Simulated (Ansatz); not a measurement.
**Worked example: correlation energy of HCB, triplet**

Geometry: a PBE0/def2-TZVP stationary point for this spin, not checked as a minimum.

```xyz
3

B     0.0000    0.0000    1.2592
C     0.0000    0.0000   -0.0942
H     0.0000    0.0000   -1.1650
```

Basis cc-pVDZ; Ansatz 0.2.0. Correlated methods freeze the noble-gas cores, which leaves 8 electrons in 31 orbitals. R marks a restricted (for open shells ROHF) determinant, U an unrestricted one.

Full CI isn't at hand for all of this; UCCSDT(Q) serves as the reference, and is uncertain by about the last step of the cluster series.

Runs differ by some tens of microhartree through their thresholds and, for an open shell, their frozen cores, so steps under 0.03 kcal/mol mean nothing.

```tsv
level	total energy (hartree)
UHF	-62.961520
UMP2	-63.114622
UCCSD	-63.140090
UCCSD(T)	-63.146843
UCCSDT	-63.148092
UCCSDT(Q)	-63.148627
```

Question: What is the correlation energy at UCCSDT(Q), and what share of it do UMP2 and UCCSD recover?

Answer: E(corr) = -63.148627 − (-62.961520) = -0.187107 hartree = -5.091 eV. UMP2: -0.153102 / -0.187107 = 81.83 %. UCCSD: -0.178570 / -0.187107 = 95.44 %.

Question: By how many kcal/mol does UCCSD(T) miss UCCSDT(Q) (1 hartree = 627.509 kcal/mol), and which steps make up the rest?

Answer: -63.146843 − (-63.148627) = 0.001784 hartree = 1.12 kcal/mol. Steps: UCCSDT − UCCSD(T) = -0.78, UCCSDT(Q) − UCCSDT = -0.34 kcal/mol. Differences between like states or geometries often cancel part of this.
